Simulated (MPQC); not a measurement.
# ClH (SMILES Cl) at MP2/6-31G(d) (spherical functions)

We compute a single-point energy of ClH. 

The results are computed with MPQC 2.3.1.

### Step 1. Starting point

ClH has 2 atoms, charge 0, and is taken as a singlet. SMILES: `Cl`. The shape is that of a PBE0-D4/def2-TZVP optimisation.

Bond lengths: Cl1–H2 1.279 Å.

### Step 2. The energy at MP2/6-31G(d) (spherical functions)

Contents of run.in:

```
% emacs should use -*- KeyVal -*- mode
molecule<Molecule>: (
  symmetry = c1
  unit = bohr
  { atoms geometry } = {
    Cl [ 1.03179046 -0.33731611 0.53063510 ]
    H  [ -1.03179046 0.33731611 -0.53063510 ]
  }
)
basis<GaussianBasisSet>: (
  name = "6-31G*"
  molecule = $:molecule
  basisdir = "."
  puream = yes
)
mpqc: (
  checkpoint = no
  savestate = no
  restart = no
  do_energy = yes
  do_gradient = no
  optimize = no
  mole<MBPT2>: (
    molecule = $:molecule
    basis = $:basis
    memory = 1000000000
    method = mp
    nfzc = 5
    reference<CLHF>: (
      molecule = $:molecule
      basis = $:basis
      total_charge = 0
      memory = 1000000000
      print_evals = yes
      maxiter = 70
      value_accuracy = 1e-08
      guess_wavefunction<CLHF>: (
        molecule = $:molecule
        total_charge = 0
        memory = 1000000000
        value_accuracy = 1e-3
        basis<GaussianBasisSet>: (
          name = "STO-2G"
          molecule = $:molecule
        )
      )
    )
  )
)
```

The basis set 6-31G* is read from a file made from the Basis Set Exchange's data (not shown).

Command:

```bash
mpqc run.in > run.out
```

**Question.** What will come out? Wanted: total energy; HOMO energy; LUMO energy; HOMO–LUMO gap; correlation energy.

Answer, from the run:

Level: MP2/6-31G* (spherical functions), 5 core orbitals frozen.

```
                                   quantity          value
                               total energy  -460.18894 Eh
        HOMO energy (Hartree–Fock orbitals)      -12.93 eV
        LUMO energy (Hartree–Fock orbitals)        4.50 eV
      HOMO–LUMO gap (Hartree–Fock orbitals)       17.43 eV
correlation energy (5 core orbitals frozen)     -130.7 mEh
```
